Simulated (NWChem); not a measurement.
Everything below was run with NWChem. System: C₃H₄, charge 0, spin multiplicity 1, displaced from the optimised geometry. Level: MP2/cc-pVDZ, 3 core orbitals frozen, spin-restricted.

The NWChem input:

```
start mol
memory heap 200 mb stack 900 mb global 1100 mb
geometry units angstroms nocenter noautoz noautosym
  C      1.223398    -0.195974     0.000000
  C     -0.211608     0.035339     0.000000
  C     -1.407417     0.225249     0.000000
  H      1.449142    -1.273660     0.000000
  H      1.696606     0.247574     0.889750
  H      1.696606     0.247574    -0.889750
  H     -2.574711     0.407383     0.000000
end
basis spherical
  * library cc-pvdz
end
scf
  rhf
  nopen 0
  maxiter 100
  thresh 1e-7
  semidirect memsize 60000000 filesize 0
end
mp2
  freeze core 3
end
task mp2 energy
```

Output (cleaned and shortened):

```
             Northwest Computational Chemistry Package (NWChem) 7.3.0
             --------------------------------------------------------

                                NWChem Input Module
                                -------------------

 Scaling coordinates for geometry "geometry" by  1.889725989
 (inverse scale =  0.529177249)

                             Geometry "geometry" -> ""
                             -------------------------

 Output coordinates in angstroms (scale by  1.889725989 to convert to a.u.)

  No.       Tag          Charge          X              Y              Z
 ---- ---------------- ---------- -------------- -------------- --------------
    1 C                    6.0000     1.22339800    -0.19597400     0.00000000
    2 C                    6.0000    -0.21160800     0.03533900     0.00000000
    3 C                    6.0000    -1.40741700     0.22524900     0.00000000
    4 H                    1.0000     1.44914200    -1.27366000     0.00000000
    5 H                    1.0000     1.69660600     0.24757400     0.88975000
    6 H                    1.0000     1.69660600     0.24757400    -0.88975000
    7 H                    1.0000    -2.57471100     0.40738300     0.00000000

 Effective nuclear repulsion energy (a.u.)      58.1904539499

            Nuclear Dipole moment (a.u.)
            ----------------------------
        X                 Y               Z
 ---------------- ---------------- ----------------
    -0.2005358322     0.0312844137     0.0000000000


 Summary of "ao basis" -> "" (spherical)
 ------------------------------------------------------------------------------
       Tag                 Description            Shells   Functions and Types
 ---------------- ------------------------------  ------  ---------------------
 *                          cc-pvdz                   on all atoms

 Summary of "ao basis" -> "ao basis" (spherical)
 ------------------------------------------------------------------------------
       Tag                 Description            Shells   Functions and Types
 ---------------- ------------------------------  ------  ---------------------
[...]
     1   1 0 0      0.234119      0.000000     -0.200536
     1   0 1 0     -0.040209      0.000000      0.031284
     1   0 0 1      0.000000      0.000000      0.000000

     2   2 0 0     -9.873856      0.000000    127.200998
     2   1 1 0     -0.777861      0.000000    -19.426752
     2   1 0 1     -0.000000      0.000000      0.000000
     2   0 2 0    -14.695798      0.000000      8.760203
     2   0 1 1      0.000000      0.000000      0.000000
     2   0 0 2    -14.818616      0.000000      5.654102

                   NWChem MP2 Semi-direct Energy/Gradient Module
                   ---------------------------------------------

  Basis functions       =     62
  Molecular orbitals    =     62
  Frozen core           =      3
  Frozen virtuals       =      0
  Active alpha occupied =      8
  Active beta occupied  =      8
  Active alpha virtual  =     51
  Active beta virtual   =     51
  Use MO symmetry       = F
  Use skeleton AO sym   = F

  AO/Fock/Back tols     =   1.0D-09  1.0D-09  1.0D-09

 GA uses MA = F    GA memory limited = T

 Available:
  local mem=  1.26D+08
 global mem=  1.44D+08
 local disk=  0.00D+00
  mp2_memr nvloc                    51
  nvloc new                    51
   1 passes of   8:        3145728                      18245                   2715849.
   1 passes of   8: M    126153044           G      144171512           F     123007316.

 Semi-direct pass number   1 of   1  for RHF alpha+beta  at        0.5s
  vrange nnbf                  1953
  mp2_eaftype                    10  avail_ma_in_mb                  1099
 EAF : mp2_eaftype filesize          10    1357924.
  mp2_eaf for mointskh                     10
Node 0 wrote      6.4 Mb in      0.0 s     Agg I/O rate:  3349.2 Mb/s
 Done moints_semi at        1.1s
  mp2_eaftype                    10  avail_ma_in_mb                  1089
 EAF : mp2_eaftype filesize          10    1357924.
  mp2_eaf for kh                    10
 Done maket at        1.1s
 Done multipass loop at        1.1s

          -------------------------------------------
          SCF energy                -115.864463574208
          Correlation energy          -0.399766413272
          Singlet pairs               -0.256762393359
          Triplet pairs               -0.143004019913
          Total MP2 energy          -116.264229987480
          -------------------------------------------

          ---------------------------------------------------
                    Spin Component Scaled (SCS) MP2
          Same spin pairs                     -0.095336013276
          Same spin scaling factor             0.333333333333
          Opposite spin pairs                 -0.304430399996
          Opposite spin scaling fact.          1.200000000000
          SCS-MP2 correlation energy          -0.397095151088
          Total SCS-MP2 energy              -116.261558725295
          ---------------------------------------------------

 -----------------------
 Performance information
 -----------------------

 Timer overhead =  1.55D-07 seconds/call

               Nr. of calls         CPU time (s)                 Wall time (s)                GFlops
             ---------------    -------------------     ------------------------------   -------------------
Name         Min   Avg   Max    Min     Avg     Max     Min     Avg     Max   Mx/calls   Min     Max     Sum
mp2: moin     1     1     1   0.62    0.62    0.62     0.62    0.62    0.62    0.62      0.0     0.0     0.0
mp2: make     1     1     1   3.22E-2 3.22E-2 3.22E-2  3.22E-2 3.22E-2 3.22E-2 3.22E-2   0.0     0.0     0.0
mp2: tota     1     1     1   0.66    0.66    0.66     0.66    0.66    0.66    0.66      0.0     0.0     0.0

 The average no. of pstat calls per process was 3.00D+00
 with a timing overhead of 4.64D-07s

 Task  times  cpu:        1.1s     wall:        1.1s

 Total times  cpu:        1.2s     wall:        1.2s
```
